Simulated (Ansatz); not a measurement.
Na2Li. Charge 0, multiplicity 2. Geometry PBE0/def2-TZVP; atoms count from 1.

```tsv
atom	x (Å)	y (Å)	z (Å)
Li1	0.408	0.046	0.271
Na2	0.100	-3.036	-0.080
Na3	-0.508	2.990	-0.192
```

Another isomer (doublet) lies 0.02 eV lower at PBE0/def2-TZVP; other spin states weren't run for this one.

(1) Estimate the Mulliken populations from the PBE0/def2-TZVP orbitals of Ansatz.

(2) Where does the spin sit?

(3) And the Mayer bond orders between bonded heavy atoms (over 0.3)?

## Answers

(1) 
| atom | charge (e) | spin (α − β) |
| --- | --- | --- |
| Li1 | 0.04 | -0.11 |
| Na2 | -0.02 | 0.56 |
| Na3 | -0.02 | 0.56 |
Mulliken values and Mayer orders depend strongly on the basis.

(2) Summed by element: Li -0.11, Na 1.11, of 1 unpaired in all. Largest on single atoms: Na3 0.56, Na2 0.56, Li1 -0.11.

(3) Li1–Na2 0.58 (3.12 Å); Li1–Na3 0.58 (3.12 Å).
